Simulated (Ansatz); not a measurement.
# AlH6N: the cost of one run

Computed with Ansatz 0.2.0, Gaussian basis. Level: BLYP-D4/6-31G.

### 1 The system as given

The start, a first-order saddle point found at PBE0-D4 in triple zeta: 8 atoms, charge 0, spin multiplicity 1.

Atoms are counted from 1 here; the program's logs count them from 0.

Bond lengths: Al1–H2 1.811 Å, Al1–H3 1.584 Å, Al1–H4 1.584 Å, Al1–H5 1.788 Å, Al1–N6 1.901 Å, N6–H7 1.010 Å, N6–H8 1.010 Å. Angles: H2–Al1–H3 107.0°, H2–Al1–H4 106.9°, H2–Al1–H5 32.4°, H2–Al1–N6 77.1°, H3–Al1–H4 125.2°, H3–Al1–H5 116.0°, H3–Al1–N6 114.4°, H4–Al1–H5 115.9°, H4–Al1–N6 114.3°, H5–Al1–N6 44.7°, Al1–N6–H7 122.3°, Al1–N6–H8 122.2°, H7–N6–H8 110.0°.

As a file:

```csv
atom,x (Å),y (Å),z (Å)
Al1,-0.75729,-0.21643,-0.48718
H2,0.19162,1.24300,-0.98707
H3,-0.58670,-1.29429,-1.63576
H4,-2.14273,0.30465,0.07707
H5,0.65377,0.84115,-0.19068
N6,0.66409,-0.18198,0.77414
H7,1.44714,-0.81787,0.72135
H8,0.53010,0.12166,1.72813
```

### 2 Dynamics

md/in.yaml reads:

```yaml
crystal:
  periodic: [false, false, false]
  atoms:
    - {symbol: Al, position_ang: [-0.757292, -0.216428, -0.487184]}
    - {symbol: H, position_ang: [0.191622, 1.242998, -0.987073]}
    - {symbol: H, position_ang: [-0.586700, -1.294288, -1.635755]}
    - {symbol: H, position_ang: [-2.142728, 0.304648, 0.077071]}
    - {symbol: H, position_ang: [0.653769, 0.841155, -0.190679]}
    - {symbol: N, position_ang: [0.664091, -0.181981, 0.774136]}
    - {symbol: H, position_ang: [1.447139, -0.817866, 0.721351]}
    - {symbol: H, position_ang: [0.530098, 0.121661, 1.728133]}
basis:
  gaussian: {orbitals: 6-31G}
hamiltonian: {xc: {name: BLYP}, dispersion: d4}
md: {n_steps: 80, timestep: 0.5, temperature: 300, ensemble: nve, seed: 901, initial_velocities: maxwell_boltzmann}
```

Command:

```console
> ansatz run in.yaml --threads 2 --pin off --events-out ev --progress --plain --max-ram 4352MiB
```

**Question.** How long does this run take on 2 threads of Intel Xeon 6975P-C, shared host?

About 29 s.
